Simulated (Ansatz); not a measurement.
Input file:

```yaml
crystal:
  periodic: [false, false, false]
  atoms:
    - {symbol: F, position_ang: [0.000000, 0.000000, 1.810100]}
    - {symbol: S, position_ang: [0.000000, 0.000000, 0.070000]}
    - {symbol: S, position_ang: [0.000000, 0.000000, -1.880100]}
basis:
  gaussian: {orbitals: 6-31G}
total_charge: 1
magnetization: {spin_polarized: false, initial_magnetization: 2}
correlation: {method: fic_mrcisd_q, electrons: valence, active_space: {window: {electrons: 2, orbitals: 4}}}
```

```sh
$ ansatz run in.yaml --threads 1 --pin off --events-out ev --progress --plain --max-ram 2393MiB
```

(1) Roughly how long does this take on 1 thread of Arm Neoverse V1, shared host, and how much host memory?

```
362 factors; integrals over basis functions are off by at most 1.4e-4 eV
mean field evaluation 1: about -24315.2172 eV, gradient 4.9e1 eV
mean field evaluation 2: about -24315.2320 eV, gradient 4.9e1 eV
mean field evaluation 4: about -24321.2948 eV, gradient 1.2e1 eV
mean field evaluation 8: about -24322.2501 eV, gradient 1.6e0 eV
mean field evaluation 16: about -24322.3476 eV, gradient 1.6e-1 eV
mean field evaluation 32: about -24321.4876 eV, gradient 1.6e-1 eV
mean field evaluation 64: about -24321.1828 eV, gradient 2.0e-1 eV
mean field evaluation 96: about -24321.2829 eV, gradient 8.9e-1 eV
mean field evaluation 128: about -24321.6200 eV, gradient 5.6e0 eV
mean field evaluation 160: about -24321.4878 eV, gradient 2.0e-3 eV
...
contracted CI cycle   3: correlation -6.40731914 eV, -0.2354646353 hartree, residual 1.75e0 eV
contracted CI cycle   4: correlation -6.48135705 eV, -0.2381854785 hartree, residual 8.82e-1 eV
contracted CI cycle   5: correlation -6.50256996 eV, -0.2389650383 hartree, residual 4.44e-1 eV
contracted CI cycle   6: correlation -6.50674105 eV, -0.2391183230 hartree, residual 1.87e-1 eV
contracted CI cycle   7: correlation -6.50762689 eV, -0.2391508771 hartree, residual 9.51e-2 eV
contracted CI cycle   8: correlation -6.50783287 eV, -0.2391584469 hartree, residual 4.06e-2 eV
contracted CI cycle   9: correlation -6.50786479 eV, -0.2391596199 hartree, residual 1.56e-2 eV
contracted CI cycle  10: correlation -6.50787033 eV, -0.2391598233 hartree, residual 6.36e-3 eV
contracted CI cycle  11: correlation -6.50787121 eV, -0.2391598558 hartree, residual 2.71e-3 eV
contracted CI cycle  12: correlation -6.50787137 eV, -0.2391598615 hartree, residual 1.05e-3 eV
state -24322.37524813 eV, -893.8308040706 hartree; corrected -24329.94540945 eV, -894.1090023680 hartree
state -24322.44147608 eV, -893.8332379030 hartree; corrected -24329.96965772 eV, -894.1098934755 hartree
Total energy: -24329.96965772 eV, -894.1098934755 hartree
```

Natural occupations: 0.9998 0.9998 0.0002 0.0002.

## Answers

(1) 14 s wall and 0.2 GiB.
